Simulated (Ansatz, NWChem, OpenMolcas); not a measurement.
SiH2Cl2 (dichlorosilane (DCS)): methods side by side

SiH2Cl2: 5 atoms, total charge 0, spin state singlet. As SMILES, `Cl[SiH2]Cl`. Geometry: relaxed at PBE0-D4/def2-TZVP.

Each level gives the HOMO–LUMO gap (eV). The values are calculated.

| level | kind | program | value (eV) | CPU time |
| --- | --- | --- | --- | --- |
| HF/6-311+G** | Hartree–Fock | Ansatz | 14.00 | 2.4 s |
| SVWN5/6-311+G** | LDA | Ansatz | 6.49 | 3.9 s |
| PBE/6-311+G** | GGA | Ansatz | 6.63 | 6.6 s |
| revPBE/6-311+G** | GGA | OpenMolcas | 6.67 | 29 s |
| M06-L/6-311+G** | meta-GGA | NWChem | 7.45 | 18 s |
| r2SCAN/6-311+G** | meta-GGA | OpenMolcas | 7.42 | 36 s |
| M06-2X/6-311+G** | hybrid meta-GGA | OpenMolcas | 10.62 | 32 s |
| wB97X/6-311+G** | range-separated hybrid | Ansatz | 13.12 | 26 s |

The values span 6.49 to 14.00 eV. Orbital gaps aren't excitation energies; they tend to grow with the share of exact exchange. CPU times are rough (shared hosts, several kinds of processor): they show what a rung costs within a factor of a few.
